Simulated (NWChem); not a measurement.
**quartet NCO at 6 levels**

Wanted: a comparison of 6 runs (U-r2SCAN/cc-pVTZ, U-revPBE/cc-pVTZ, UB3LYP/cc-pVTZ, UBLYP/cc-pVTZ, UM06-L/cc-pVTZ, UTPSS/cc-pVTZ) of quartet NCO. 

Program for the calculation: NWChem 7.3.0.

### Step 1. The molecule

NCO: 3 atoms, total charge 0, spin state quartet. As SMILES of the parent species, `[N]=C=O`. The shape is that of a PBE0-D4/def2-TZVP optimisation. That shape belongs to the parent species and isn't relaxed for this state.

Bond lengths: N1–C2 1.222 Å, C2–O3 1.171 Å. Angles: N1–C2–O3 180.0°.

### Step 2. A single-point energy at U-r2SCAN/cc-pVTZ (run 1)

mymol.nw

```
start mymol
title "CNO"
memory 2200 mb
charge 0

geometry units angstroms noautosym nocenter noautoz
N        0.968200       0.423100       0.579200
C       -0.013800      -0.006000      -0.008300
O       -0.954400      -0.417100      -0.571000
end

basis spherical bse
* library cc-pVTZ
end

dft
xc r2scan
mult 4
grid fine
convergence energy 1e-08
maxiter 100
mulliken
end

task dft energy
```

On the command line:

```bash
$ nwchem mymol.nw > mymol.out
```

Output:

```text
[...]
          Wavefunction type:  spin polarized.
          No. of atoms     :     3
          No. of electrons :    21
[...]
          Charge           :     0
          Spin multiplicity:     4
[...]
          AO basis - number of functions:    90
[...]
              XC Information
              --------------
                      r^2SCAN Method XC Functional
               r^2SCAN metaGGA Exchange Functional  1.000
                     r^2SCAN Correlation Potential  1.000
[...]
 d= 0,ls=0.0,diis     1   -167.6558804610 -2.20D+02  8.98D-03  2.12D-01     1.7
[...]
 d= 0,ls=0.0,diis    13   -167.7400677859 -5.93D-10  6.64D-07  8.43D-11    18.0
[...]
         Total DFT energy =     -167.740067785937
      One electron energy =     -331.185634129784
           Coulomb energy =      131.982425419910
    Exchange-Corr. energy =      -20.805743318176
 Nuclear repulsion energy =       52.268884242113
[...]
      Total Density - Mulliken Population Analysis
     ---------------------------------------------
    Atom       Charge   Shell Charges
 -----------   ------   -------------------------------------------------------
    1 N    7     6.96   1.95  0.24  1.00  0.51  0.94  1.55  0.72  0.01  0.04  0.00
    2 C    6     6.00   1.96  0.19  0.73  0.13  0.94  1.40  0.48  0.04  0.10  0.03
    3 O    8     8.04   1.95  0.26  1.02  0.54  1.27  2.01  0.95  0.01  0.03  0.00
[...]
      <S2> =      3.7734 (Exact =     3.7500)
[...]
```

Run time: 19 s. Hardware: 1 thread of Intel Xeon Platinum 8375C at 2.90GHz (Ice Lake), shared host; peak memory 0.12 GiB.

### Step 3. The energy at U-revPBE/cc-pVTZ (run 2)

cno.nw

```
START cno
TITLE "CNO energy"
memory 2200 mb

GEOMETRY noautosym nocenter noautoz
   N     0.968200    0.423100    0.579200
   C    -0.013800   -0.006000   -0.008300
   O    -0.954400   -0.417100   -0.571000
END

BASIS spherical bse
   * library cc-pVTZ
END

DFT
   xc revpbe cpbe96
   mult 4
   grid fine
   convergence energy 1e-08
   maxiter 100
   mulliken
   noprint "final vectors analysis"
END

TASK dft energy
```

On the command line:

```bash
$ nwchem cno.nw > cno.out
```

Output:

```text
[...]
          Wavefunction type:  spin polarized.
          No. of atoms     :     3
          No. of electrons :    21
[...]
          Charge           :     0
          Spin multiplicity:     4
[...]
          AO basis - number of functions:    90
[...]
              XC Information
              --------------
                        RevPBE Exchange Functional  1.000
            Perdew 1991 LDA Correlation Functional  1.000 local
           PerdewBurkeErnz. Correlation Functional  1.000 non-local
[...]
 d= 0,ls=0.0,diis     1   -167.6965573986 -2.20D+02  9.44D-03  2.33D-01     1.5
[...]
 d= 0,ls=0.5,diis    25   -167.7824459094 -8.66D-09  2.80D-07  1.48D-08    30.8
[...]
         Total DFT energy =     -167.782445914407
      One electron energy =     -331.174210999992
           Coulomb energy =      131.954622310941
    Exchange-Corr. energy =      -20.831741467468
 Nuclear repulsion energy =       52.268884242113
[...]
      Total Density - Mulliken Population Analysis
     ---------------------------------------------
    Atom       Charge   Shell Charges
 -----------   ------   -------------------------------------------------------
    1 N    7     6.94   1.95  0.25  0.99  0.46  0.94  1.54  0.75  0.01  0.04  0.00
    2 C    6     6.06   1.96  0.20  0.72  0.13  0.95  1.39  0.53  0.04  0.11  0.03
    3 O    8     8.00   1.95  0.26  1.02  0.51  1.27  2.00  0.96  0.00  0.03  0.00
[...]
      <S2> =      3.7600 (Exact =     3.7500)
[...]
```

Wall time 33 s (1 thread of Intel Xeon Platinum 8375C at 2.90GHz (Ice Lake), shared host); peak memory 0.12 GiB.

### Step 4. A single-point energy at UB3LYP/cc-pVTZ (run 3)

mol.nw

```
start mol
memory total 2200 mb
geometry units atomic noautosym nocenter noautoz
   N      1.82963283     0.79954312     1.09452937
   C     -0.02607822    -0.01133836    -0.01568473
   O     -1.80355461    -0.78820477    -1.07903362
end
basis "ao basis" spherical bse
   * library cc-pVTZ
end
dft
   xc b3lyp
   mult 4
   grid fine
   convergence energy 1e-08
   iterations 100
   mulliken
end
task dft energy
```

On the command line:

```bash
$ nwchem mol.nw > mol.out
```

Output:

```text
[...]
          Wavefunction type:  spin polarized.
          No. of atoms     :     3
          No. of electrons :    21
[...]
          Charge           :     0
          Spin multiplicity:     4
[...]
          AO basis - number of functions:    90
[...]
              XC Information
              --------------
                         B3LYP Method XC Potential
                     Hartree-Fock (Exact) Exchange  0.200
                        Slater Exchange Functional  0.800 local
                    Becke 1988 Exchange Functional  0.720 non-local
              Lee-Yang-Parr Correlation Functional  0.810
                  VWN I RPA Correlation Functional  0.190 local
[...]
 d= 0,ls=0.0,diis     1   -167.7351497268 -2.20D+02  8.30D-03  2.51D-01     1.5
[...]
 d= 0,ls=0.0,diis    11   -167.8238590416 -2.47D-10  3.13D-07  6.48D-09    13.6
[...]
         Total DFT energy =     -167.823859041601
      One electron energy =     -331.192713837075
           Coulomb energy =      131.978781668103
    Exchange-Corr. energy =      -20.878807410050
 Nuclear repulsion energy =       52.268880537422
[...]
      Total Density - Mulliken Population Analysis
     ---------------------------------------------
    Atom       Charge   Shell Charges
 -----------   ------   -------------------------------------------------------
    1 N    7     6.94   1.95  0.25  0.99  0.48  0.96  1.52  0.74  0.01  0.04  0.00
    2 C    6     6.02   1.95  0.20  0.72  0.14  0.96  1.36  0.53  0.04  0.10  0.03
    3 O    8     8.03   1.94  0.26  1.02  0.52  1.28  1.98  0.98  0.01  0.03  0.00
[...]
      <S2> =      3.7684 (Exact =     3.7500)
[...]
```

Run time: 14 s. Hardware: 1 thread of Intel Xeon Platinum 8375C at 2.90GHz (Ice Lake), shared host; peak memory 0.12 GiB.

Runs 4 to 5 aren't shown in full; the table further down has their settings and results.

### Step 5. The energy at UTPSS/cc-pVTZ (run 6)

sp.nw

```
start sp
memory total 2200 mb

geometry units atomic noautosym nocenter noautoz
N    1.82963283   0.79954312   1.09452937
C   -0.02607822  -0.01133836  -0.01568473
O   -1.80355461  -0.78820477  -1.07903362
end

basis spherical bse
* library cc-pVTZ
end

dft
xc xtpss03 ctpss03
mult 4
grid fine
convergence energy 1e-08
maxiter 100
mulliken
noprint "final vectors analysis"
end

task dft energy
```

On the command line:

```bash
$ nwchem sp.nw > sp.out
```

Output:

```text
[...]
          Wavefunction type:  spin polarized.
          No. of atoms     :     3
          No. of electrons :    21
[...]
          Charge           :     0
          Spin multiplicity:     4
[...]
          AO basis - number of functions:    90
[...]
              XC Information
              --------------
                  TPSS metaGGA Exchange Functional  1.000
             TPSS03 metaGGA Correlation Functional  1.000
[...]
 d= 0,ls=0.0,diis     1   -167.7665561413 -2.20D+02  9.37D-03  2.19D-01     1.7
[...]
 d= 0,ls=0.0,diis    12   -167.8514816241 -8.63D-09  2.64D-07  7.84D-10    17.0
[...]
         Total DFT energy =     -167.851481624121
      One electron energy =     -331.236949479389
           Coulomb energy =      132.037030288200
    Exchange-Corr. energy =      -20.920442970354
 Nuclear repulsion energy =       52.268880537422
[...]
      Total Density - Mulliken Population Analysis
     ---------------------------------------------
    Atom       Charge   Shell Charges
 -----------   ------   -------------------------------------------------------
    1 N    7     6.96   1.95  0.25  1.00  0.49  0.95  1.54  0.73  0.01  0.04  0.00
    2 C    6     6.01   1.96  0.19  0.74  0.13  0.95  1.39  0.49  0.04  0.11  0.03
    3 O    8     8.03   1.95  0.26  1.03  0.53  1.28  1.99  0.96  0.01  0.03  0.00
[...]
      <S2> =      3.7634 (Exact =     3.7500)
[...]
```

Run time: 18 s. Hardware: 1 thread of Intel Xeon Platinum 8375C at 2.90GHz (Ice Lake), shared host; peak memory 0.12 GiB.

### Step 6. Overview of the runs

```csv
run,level,energy (Eh),dipole moment (D),HOMO energy (eV),⟨S²⟩,wall time
1,U-r2SCAN/cc-pVTZ,-167.740068,0.12,-1.11,3.773,19 s
2,U-revPBE/cc-pVTZ,-167.782446,0.25,–,3.760,33 s
3,UB3LYP/cc-pVTZ,-167.823859,0.09,-2.06,3.768,14 s
4,UBLYP/cc-pVTZ,-167.804397,0.29,-0.70,3.759,33 s
5,UM06-L/cc-pVTZ,-167.797622,0.07,-0.67,3.770,19 s
6,UTPSS/cc-pVTZ,-167.851482,0.16,–,3.763,18 s
```

### Step 7. Summary of results

```
            quantity          value
 run 6: total energy  -167.85148 Eh
run 6: dipole moment         0.16 D
         run 6: ⟨S²⟩          3.763
```

The dipole moment (its size) runs from 0.07 D (UM06-L/cc-pVTZ) to 0.29 D (UBLYP/cc-pVTZ). Totals of different functionals can't be ranked against each other. All runs together took 2.3 min, the longest 33 s.
